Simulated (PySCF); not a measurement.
Species: CH₆NP.
Numbering: `[CH3:1][N:2]=[PH3:3]` (hydrogens: H4, H5, H6 on C1; H7, H8, H9 on P3)

Level: wB97X-D/pcSseg-2 in PySCF, non-relativistic, on one gas-phase PBE0-D3(BJ)/def2-TZVP geometry that isn't relaxed in the solvent. The solvent is an IEF-PCM continuum (Bondi radii, 1.10 Å for H, scaled by 1.2). Specific hydrogen bonds and non-electrostatic terms are outside this model.

Gas phase at wB97X-D/pcSseg-2: HOMO -8.13 eV, LUMO 1.97 eV, dipole 2.64 D.

Task: What does the continuum do to the energy, the frontier levels and the dipole at wB97X-D/pcSseg-2 in chloroform?

Result: 
| solvent | ε | E(solvent) − E(gas) (kcal/mol) | polarisation term (kcal/mol) | distortion of the solute (kcal/mol) | HOMO (eV) | LUMO (eV) | dipole (D) |
| --- | --- | --- | --- | --- | --- | --- | --- |
| chloroform | 4.711 | -4.75 | -5.66 | 0.91 | -8.15 | 2.16 | 3.46 |

The first energy column is the sum of the next two and covers electrostatics alone.

Task: Which radius a makes the point-dipole formula ΔE = −[(ε − 1)/(2ε + 1)]·μ²/a³ give the value in chloroform, with the gas-phase dipole?

Result: μ = 1.039 au and |ΔE| = 0.00756 Eh give a = 1.96 Å; the farthest nucleus lies 2.49 Å from the centroid of the nuclei, so such a sphere wouldn't even hold the nuclei. The formula assumes a rigid point dipole at the centre of a sphere.

The run took 14 s wall on an Intel Xeon Platinum 8488C with one thread, shared host with 96 logical CPUs at a one-minute load of 39, and the process peaked at 0.90 GiB of memory. This is the whole shielding run at wB97X-D/pcSseg-2 in chloroform, SCF included.

wB97X-D is run here without its empirical dispersion term; that term would change no orbital, density or response property at a fixed geometry.
